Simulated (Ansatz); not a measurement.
Stepwise reaction of `F[Si]F` with water, as a gas-phase model of exchange steps in deposition or etching. ΔE in kJ/mol; ΔG adds harmonic PBE0-D4 terms to CCSD(T)/CBS, at 1 bar.

Calculated with Ansatz (gas phase, PBE0-D4/def2-TZVP geometries, no zero-point term in ΔE). CBS: MP2 limit from def2 TZ/QZ plus the TZ coupled-cluster correction, frozen cores. This one scheme is used for every species. DFT in def2-TZVPP. B3LYP here is the variant with VWN-RPA as its local correlation; programs differ in this. One conformer a species, not always the lowest.

| step | reaction | PBE-D4 | B3LYP-D4 | ωB97M-V | CCSD(T)/CBS | ΔG(400 K) |
| --- | --- | --- | --- | --- | --- | --- |
| 2 | `O[Si]F` + H₂O → `O[Si]O` + H–F | 37.0 | 40.2 | 40.6 | 37.3 | 41.2 |

**Question.** Give the row of step 1, `F[Si]F` + H₂O → `O[Si]F` + H–F. (Estimate.)

**Answer.** Computed: 
```json
{"step": "1", "reaction": "`F[Si]F` + H₂O → `O[Si]F` + H–F", "PBE-D4": "31.3", "B3LYP-D4": "33.6", "ωB97M-V": "34.3", "CCSD(T)/CBS": "33.6", "ΔG(400 K)": "34.0"}
```

**Question.** By hand: ΔE of the 2 steps together at CCSD(T)/CBS.

**Answer.** (33.6) + (37.3) = 70.9 kJ/mol, or 35.5 kJ/mol a step.

In ΔE the steps differ by no more than 3.7 kJ/mol. All are uphill at CCSD(T)/CBS. ΔG lies between 34.0 and 41.2 kJ/mol a step. PBE-D4 differs from CCSD(T)/CBS by -2.3 to -0.3 kJ/mol a step. Isolated molecules leave out the surface, adducts and barriers. Largest T1 diagnostic: 0.015.
